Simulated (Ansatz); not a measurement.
F⁻ beside CH3Cl: one fragment in the basis of the whole pair (the partner's atoms are ghosts).

Input (in.yaml):

```yaml
crystal:
  periodic: [false, false, false]
  atoms:
    - {symbol: C, position_ang: [-0.166515, 0.126622, 0.337663]}
    - {symbol: Cl, position_ang: [1.152339, -0.089258, 1.556299]}
    - {symbol: H, position_ang: [0.156564, -0.197284, -0.704294]}
    - {symbol: H, position_ang: [-0.428497, 1.184698, 0.362642]}
    - {symbol: H, position_ang: [-1.007505, -0.467231, 0.696633]}
basis:
  gaussian:
    orbitals: "def2-TZVPPD.json"
    ghost_atoms:
      - {symbol: F, position_ang: [0.293614, -0.557648, -2.249143]}
hamiltonian: {xc: pbe, dispersion: d4}
```

The basis file named in the input lies beside it (Basis Set Exchange, JSON).

Command:

```bash
ansatz run in.yaml --threads 2 --pin off --events-out ev --progress --plain --max-ram 5222MiB
```

Output of Ansatz 0.2.0:

```
Functional definition: PBE
  name "PBE"
  cite "Perdew, Burke & Ernzerhof, Phys. Rev. Lett. 77, 3865 (1996) doi:10.1103/PhysRevLett.77.3865"
  parent pbe
  parameter kappa = 0.804
  parameter beta = 0.06672455060314922
  exchange = pbe_x(kappa = kappa, mu = beta*pi^2/3)
  correlation = pbe_c(beta = beta)
867 factors; their error is unknown
mean field evaluation 1: about -13597.0997 eV, gradient 4.9e1 eV
mean field evaluation 2: about -13587.4459 eV, gradient 7.4e1 eV
mean field evaluation 4: about -13602.7135 eV, gradient 3.4e0 eV
mean field evaluation 8: about -13602.7379 eV, gradient 3.3e-2 eV
mean field evaluation 16: about -13602.7167 eV, gradient 2.2e-5 eV
mean field -13602.71668158 eV, -499.8906177954 hartree, gradient 2.2e-5 eV, S^2 0.000000; 0 other end points of the search recorded, 0 dependent functions left out
reference -13602.71673301 eV, -499.8906196854 hartree; 13, 13 occupied and 166, 166 virtual orbitals, 867 factors
Total energy: -13602.76689935 eV, -499.8924632644 hartree
```

The lines “mean field evaluation” count trial sets of orbitals through the whole run, from several starts and some on an approximate energy, so they need not fall steadily or lie above the final value.

The run took about 0.95 s on 2 CPU threads of an Intel Xeon Platinum 8488C (shared host).
